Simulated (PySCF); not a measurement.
PySCF job for C₃H₄, SMILES C#CC, TDA-PBE/def2-SVPD. Geometry: ωB97X-D3(BJ)/def2-TZVP.

```python
import numpy as np
from pyscf import gto, scf, dft, tdscf

mol = gto.M(
    atom='''
    C    -0.00000000   -0.00000000   -1.24155519
    C     0.00000000   -0.00000000    0.22088279
    C    -0.00000000    0.00000000    1.41921522
    H     0.88543035    0.51120345   -1.62528198
    H    -0.88543035    0.51120346   -1.62528198
    H    -0.00000000   -1.02240691   -1.62528198
    H    -0.00000000   -0.00000000    2.48458904
    ''',
    basis='def2-SVPD',
    charge=0,
    spin=0,
    symmetry=True,
    max_memory=1600,
    verbose=4,
)
mf = dft.RKS(mol, xc='pbe').density_fit(auxbasis='def2-universal-jkfit')
mf.grids.level = 3
mf.conv_tol = 1e-9
mf.max_cycle = 100
mf.kernel()
mf.grids = dft.Grids(mol).set(level=1).build(with_non0tab=True)  # coarser grid for the response kernel
td = tdscf.TDA(mf)
td.singlet = True
td.nstates = 10
td.conv_tol = 1e-4
td.positive_eig_threshold = 1e-6
td.kernel(x0=td.get_init_guess(mf, 15))
td.analyze()
tt = tdscf.TDA(mf)
tt.singlet = False
tt.nstates = 4
tt.conv_tol = 1e-4
tt.positive_eig_threshold = 1e-6
tt.kernel(x0=tt.get_init_guess(mf, 9))
tt.analyze(verbose=3)
```

Output:

```
PySCF version 2.14.0

[INPUT] verbose = 4
[INPUT] num. atoms = 7
[INPUT] num. electrons = 22
[INPUT] charge = 0
[INPUT] spin (= nelec alpha-beta = 2S) = 0
[INPUT] symmetry True subgroup None
[INPUT] Mole.unit = angstrom
[INPUT] Symbol           X                Y                Z      unit          X                Y                Z       unit  Magmom
[INPUT]  1 C      0.000000000000   0.000000000000  -1.241555190000 AA    0.000000000000   0.000000000000  -2.346199277632 Bohr   0.0
[INPUT]  2 C      0.000000000000   0.000000000000   0.220882790000 AA    0.000000000000   0.000000000000   0.417407978730 Bohr   0.0
[INPUT]  3 C      0.000000000000   0.000000000000   1.419215220000 AA    0.000000000000   0.000000000000   2.681928077614 Bohr   0.0
[INPUT]  4 H      0.885430350000   0.511203450000  -1.625281980000 AA    1.673220863878   0.966034514433  -3.071337817391 Bohr   0.0
[INPUT]  5 H     -0.885430350000   0.511203460000  -1.625281980000 AA   -1.673220863878   0.966034533330  -3.071337817391 Bohr   0.0
[INPUT]  6 H      0.000000000000  -1.022406910000  -1.625281980000 AA    0.000000000000  -1.932069047763  -3.071337817391 Bohr   0.0
[INPUT]  7 H      0.000000000000   0.000000000000   2.484589040000 AA    0.000000000000   0.000000000000   4.695192817696 Bohr   0.0

nuclear repulsion = 58.7915941080559
point group symmetry = C3v, use subgroup Cs
symmetry origin: [0.00000000e+00 1.00929366e-17 1.71793303e-09]
symmetry axis x: [7.80268642e-10 1.00000000e+00 2.80004029e-18]
symmetry axis y: [ 1.25733545e-18 -2.80004029e-18  1.00000000e+00]
symmetry axis z: [ 1.00000000e+00 -7.80268642e-10 -1.25733545e-18]
num. orbitals of irrep A' = 62
num. orbitals of irrep A" = 30
number of shells = 40
number of NR pGTOs = 130
number of NR cGTOs = 92
basis = def2-SVPD
ecp = {}


******** <class 'pyscf.df.df_jk.DFSymAdaptedRKS'> ********
method = DFSymAdaptedRKS
initial guess = minao
damping factor = 0
level_shift factor = 0
DIIS = <class 'pyscf.scf.diis.CDIIS'>
diis_start_cycle = 1
diis_space = 8
diis_damp = 0
SCF conv_tol = 1e-09
SCF conv_tol_grad = None
SCF max_cycles = 100
direct_scf = False
XC library pyscf.dft.libxc version 7.1.2
    S. Lehtola, C. Steigemann, M. J. T. Oliveira, and M. A. L. Marques,  SoftwareX 7, 1–5 (2018)
XC functionals = pbe
    J. P. Perdew, K. Burke, and M. Ernzerhof,  Phys. Rev. Lett. 77, 3865 (1996)
    J. P. Perdew, K. Burke, and M. Ernzerhof,  Phys. Rev. Lett. 78, 1396 (1997)
    J. P. Perdew, K. Burke, and M. Ernzerhof,  Phys. Rev. Lett. 77, 3865 (1996)
    J. P. Perdew, K. Burke, and M. Ernzerhof,  Phys. Rev. Lett. 78, 1396 (1997)
radial grids:
    Treutler-Ahlrichs [JCP 102, 346 (1995); DOI:10.1063/1.469408] (M4) radial grids

becke partition: Becke, JCP 88, 2547 (1988); DOI:10.1063/1.454033
pruning grids: <function nwchem_prune>
grids dens level: 3
symmetrized grids: True
atomic radii adjust function: <function treutler_atomic_radii_adjust>
small_rho_cutoff = 0
Freeze 0 electrons in irreps []
    22 free electrons in irreps A' A"
Set gradient conv threshold to 3.16228e-05
Initial guess from minao.
tot grids = 81592
init E= -116.522044528259
HOMO (A') = -0.332209069252491  LUMO (A") = -0.0542245998287957  gap/eV = 7.56434
cycle= 1 E= -116.356453969242  delta_E= 0.166  |g|= 0.424  |ddm|= 7.34
HOMO (A") = -0.153853110585221  LUMO (A') = 0.0220675961203236  gap/eV = 4.78705
cycle= 2 E= -116.327960986868  delta_E= 0.0285  |g|= 0.519  |ddm|= 2.16
HOMO (A") = -0.243656364452262  LUMO (A") = 0.0064636998999269  gap/eV = 6.80611
cycle= 3 E= -116.40813422255  delta_E= -0.0802  |g|= 0.044  |ddm|=    1
HOMO (A") = -0.239794934475874  LUMO (A') = 0.00559108220345594  gap/eV = 6.67729
cycle= 4 E= -116.407799674428  delta_E= 0.000335  |g|= 0.0586  |ddm|= 0.126
HOMO (A") = -0.239265898929232  LUMO (A') = 0.00641597987004161  gap/eV = 6.68534
cycle= 5 E= -116.408704266556  delta_E= -0.000905  |g|= 0.00624  |ddm|= 0.0633
HOMO (A") = -0.239734711888173  LUMO (A') = 0.00653015213695567  gap/eV = 6.70121
cycle= 6 E= -116.408713678128  delta_E= -9.41e-06  |g|= 0.00182  |ddm|= 0.02
HOMO (A") = -0.239608330205609  LUMO (A') = 0.00647629364348701  gap/eV = 6.69630
cycle= 7 E= -116.40871449764  delta_E= -8.2e-07  |g|= 0.000351  |ddm|= 0.00302
HOMO (A") = -0.239636129282233  LUMO (A') = 0.0064644774135405  gap/eV = 6.69674
cycle= 8 E= -116.408714531407  delta_E= -3.38e-08  |g|= 3e-05  |ddm|= 0.000828
HOMO (A") = -0.239639005111052  LUMO (A') = 0.00646475889075848  gap/eV = 6.69682
cycle= 9 E= -116.408714531697  delta_E= -2.9e-10  |g|= 5.44e-06  |ddm|= 9.04e-05
HOMO (A") = -0.239638229305056  LUMO (A') = 0.00646417605648741  gap/eV = 6.69679
Extra cycle  E= -116.408714531623  delta_E= 7.41e-11  |g|= 1.76e-05  |ddm|= 2.81e-05
converged SCF energy = -116.408714531623
tot grids = 25432
Overwritten attributes  positive_eig_threshold  of <class 'pyscf.tdscf.rks.TDA'>


******** <class 'pyscf.tdscf.rks.TDA'> for <class 'pyscf.df.df_jk.DFSymAdaptedRKS'> ********
nstates = 10 singlet
deg_eia_thresh = 1.000e-03
wfnsym = None
conv_tol = 0.0001
eigh lindep = 1e-12
eigh level_shift = 0
eigh max_cycle = 100


Excitation energies (eV)
[6.71969722 6.71982346 6.80059881 6.99924193 6.99925996 7.77793572
 7.77793598 8.43951553 8.43971472 8.91475607]

** Singlet excitation energies and oscillator strengths **
Excited State   1:   A"      6.71970 eV    184.51 nm  f=0.0047
      11 -> 12        0.70647
Excited State   2:   A'      6.71982 eV    184.51 nm  f=0.0047
      10 -> 12        0.70648
Excited State   3:   A"      6.80060 eV    182.31 nm  f=0.0000
      10 -> 13        0.49998
      11 -> 14       -0.50002
Excited State   4:   A'      6.99924 eV    177.14 nm  f=0.0012
      10 -> 14       -0.49938
      11 -> 13        0.49937
Excited State   5:   A"      6.99926 eV    177.14 nm  f=0.0012
      10 -> 13        0.49939
      11 -> 14        0.49936
Excited State   6:   A'      7.77794 eV    159.41 nm  f=0.0355
      10 -> 15        0.70576
Excited State   7:   A"      7.77794 eV    159.41 nm  f=0.0355
      11 -> 15        0.70576
Excited State   8:   A"      8.43952 eV    146.91 nm  f=0.0407
      11 -> 16       -0.70405
Excited State   9:   A'      8.43971 eV    146.91 nm  f=0.0408
      10 -> 16        0.70406
Excited State  10:   A'      8.91476 eV    139.08 nm  f=0.3149
      10 -> 14       -0.25610
      10 -> 18        0.42053
      11 -> 13       -0.25611
      11 -> 17       -0.42032

** Transition electric dipole moments (AU) **
state          X           Y           Z        Dip. S.      Osc.
  1         0.1688      0.0000     -0.0000      0.0285      0.0047
  2         0.0000      0.1688      0.0000      0.0285      0.0047
  3        -0.0001      0.0000      0.0000      0.0000      0.0000
  4         0.0000      0.0849     -0.0000      0.0072      0.0012
  5         0.0849     -0.0000      0.0000      0.0072      0.0012
  6         0.0000      0.4316     -0.0000      0.1863      0.0355
  7         0.4317     -0.0000     -0.0000      0.1863      0.0355
  8        -0.4439     -0.0000      0.0000      0.1971      0.0407
  9         0.0000      0.4440     -0.0002      0.1971      0.0408
 10         0.0000      0.0001      1.2007      1.4417      0.3149

** Transition velocity dipole moments (imaginary part, AU) **
state          X           Y           Z        Dip. S.      Osc.
  1         0.0402     -0.0000      0.0000      0.0016      0.0044
  2        -0.0000      0.0402      0.0000      0.0016      0.0044
  3        -0.0000     -0.0000     -0.0000      0.0000      0.0000
  4        -0.0000      0.0050      0.0000      0.0000      0.0001
  5         0.0050     -0.0000      0.0000      0.0000      0.0001
  6         0.0000      0.1452     -0.0000      0.0211      0.0492
  7         0.1452      0.0000     -0.0000      0.0211      0.0492
  8        -0.1280     -0.0000     -0.0000      0.0164      0.0352
  9         0.0000      0.1280     -0.0000      0.0164      0.0352
 10         0.0000      0.0000      0.2370      0.0562      0.1143

** Transition magnetic dipole moments (imaginary part, AU) **
state          X           Y           Z
  1         0.0000     -0.6251     -0.0001
  2         0.6249     -0.0000      0.0000
  3         0.0000      0.0002     -0.1483
  4        -0.1097     -0.0000      0.0000
  5        -0.0000      0.1097      0.0000
  6         0.2323      0.0000      0.0000
  7        -0.0000     -0.2323      0.0000
  8         0.0000      0.3780      0.0000
  9         0.3780      0.0000     -0.0000
 10         0.0001      0.0000     -0.0000


******** <class 'pyscf.tdscf.rks.TDA'> for <class 'pyscf.df.df_jk.DFSymAdaptedRKS'> ********
nstates = 4 triplet
deg_eia_thresh = 1.000e-03
wfnsym = None
conv_tol = 0.0001
eigh lindep = 1e-12
eigh level_shift = 0
eigh max_cycle = 100


Excitation energies (eV)
[5.53549931 6.01034294 6.01034633 6.60325508]

** Triplet excitation energies and oscillator strengths **
Excited State   1:   A'      5.53550 eV    223.98 nm  f=0.0000
Excited State   2:   A"      6.01034 eV    206.28 nm  f=0.0000
Excited State   3:   A'      6.01035 eV    206.28 nm  f=0.0000
Excited State   4:   A"      6.60326 eV    187.76 nm  f=0.0000
```

The run converged.
